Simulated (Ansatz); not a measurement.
**Scan of GaH3, triplet**

Starting geometry (PBE0/def2-TZVP stationary point for this spin, not checked as a minimum):

```yaml
atoms:
  - { symbol: Ga, position_ang: [0.0000, 0.0277, -0.0457] }
  - { symbol: H, position_ang: [0.0000, -1.4776, -0.5415] }
  - { symbol: H, position_ang: [0.4054, -0.2202, 1.8512] }
  - { symbol: H, position_ang: [-0.4054, -0.2202, 1.8512] }
```

From there H3 moves along the line of the two atoms named below, all else staying in place; atoms are numbered as listed. Energies are in kJ/mol, counted from the starting geometry at the same level. Kohn–Sham curves are unrestricted where that lies lower.

Basis aug-cc-pVDZ; Ansatz 0.2.0. Only valence electrons are correlated (noble-gas cores and the filled d shells of p-block atoms frozen). No spin–orbit coupling is included, and no scalar relativity.

In so small a basis the reference is far from its limit while semilocal and hybrid functionals are nearer theirs (RPA and double hybrids share much of the reference's basis error), so the functionals' errors here hold much of the reference's basis and frozen-core error, which can add to them or hide them.

Full CI is exact within this basis and frozen core; it isn't the basis-set limit.

| distance Ga1-H3 (Å) | full CI | PBE | r2SCAN | B97M-V | PBE0 | B3LYP | wB97M-V | B2PLYP | RPA-PBE |
| --- | --- | --- | --- | --- | --- | --- | --- | --- | --- |
| 1.792 | 7.9 | 7.0 | 5.1 | 6.0 | 6.1 | 7.2 | 6.2 | 7.0 | 8.6 |
| 1.956 | 0.0 | 0.0 | 0.0 | 0.0 | 0.0 | 0.0 | 0.0 | 0.0 | 0.0 |
| 2.142 | 5.8 | 3.5 | 6.4 | 4.7 | 6.0 | 4.6 | 6.6 | 6.2 | 3.8 |
| 2.688 | 102.1 | 83.4 | 96.0 | 78.5 | 97.3 | 89.7 | 104.3 | 100.4 | 89.1 |
| 3.528 | 139.9 | 138.1 | 149.8 | 125.6 | 144.5 | 134.9 | 146.8 | 137.8 | 127.0 |
| 5.164 | 132.9 | 134.6 | 153.4 | 118.4 | 138.9 | 132.6 | 136.6 | 132.5 | 115.5 |
